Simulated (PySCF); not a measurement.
Working out the ionisation energy of F

F [He] 2s2 2p5 (2P) → F+ [He] 2s2 2p4 (3P). Computed with PySCF 2.14 in def2-SVP (3s2p1d, 14 functions), with the non-relativistic Hamiltonian (point nucleus). Frozen: 1s2. Energies in hartree (1 hartree = 27.21139 eV):

| part | F (lower) | F+ (upper) |
| --- | --- | --- |
| UHF | -99.284051 | -98.704449 |
| CCSD correlation | -0.149750 | -0.109064 |
| (T) | -0.000916 | -0.000823 |

Q: What does Hartree-Fock give?

A: (-98.704449) − (-99.284051) = 0.579602 hartree = 15.772 eV.

Q: What do CCSD and CCSD(T) give?

A: The CCSD correlation energies differ by 0.040686 hartree = 1.107 eV and the triples by 0.000093 hartree = 0.003 eV, so CCSD gives 16.879 eV and CCSD(T) 16.882 eV.

Measured between the centres of the two terms (NIST): 17.427 eV, so CCSD(T) (valence) is off by -0.545 eV.

A double-zeta basis recovers only part of the correlation energy.

What remains against the reference includes basis incompleteness, the frozen core and higher excitations.
